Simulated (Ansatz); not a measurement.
**A ladder of methods for AlNH3 (SMILES [NH2][AlH])**

AlNH3 has 5 atoms, charge 0, and is taken as a doublet. As SMILES, `[NH2][AlH]`. Geometry: relaxed at PBE0-D4/def2-TZVP. This is one conformer, not always the lowest.

```xyz
5

N    -0.1166   -0.6608    0.1751
Al    0.8366    0.8339    0.1208
H     0.1485   -1.5053    0.6555
H    -1.0103   -0.7828   -0.2774
H     0.1918    2.0414   -0.7154
```

Each level gives the energy change with the N1–H4 bond stretched from 1.009 to 1.514 Å (eV). The values are calculated.

```tsv
level	kind	program	value (eV)	less FCI/STO-3G	CPU time (all runs)
U-revPBE/STO-3G	GGA	Ansatz	2.06	-0.16	3.4 s
U-r2SCAN/STO-3G	meta-GGA	Ansatz	2.34	+0.12	7.6 s
U-r2SCAN0/STO-3G	hybrid meta-GGA	Ansatz	2.63	+0.41	7.4 s
UHSE06/STO-3G	range-separated hybrid	Ansatz	2.50	+0.28	4.4 s
UB2PLYP/STO-3G	double hybrid	Ansatz	2.49	+0.27	4 s
RPA@PBE/STO-3G	RPA	Ansatz	2.16	-0.06	4.2 s
UMP2/STO-3G	perturbation theory	Ansatz	2.89	+0.67	0.3 s
UCCSDT(Q)/STO-3G	coupled cluster or CI	Ansatz	2.22	0.00	1.9 s
FCI/STO-3G	exact in the basis	Ansatz	2.22	0.00	3.9 s
```

FCI/STO-3G is exact within its basis and frozen core, so for wave-function methods in that basis the difference is their error; functionals converge differently with the basis, so for them it is only a difference. The first shape isn't each level's own minimum. The values span 2.06 to 2.89 eV. Spin contamination of the reference (⟨S²⟩ at least 0.1 too high) touches UMP2/STO-3G, UCCSDT(Q)/STO-3G. All rows use very small basis sets, so even the best lies far from the true value. CPU times are rough (shared hosts, several kinds of processor): they show what a rung costs within a factor of a few.
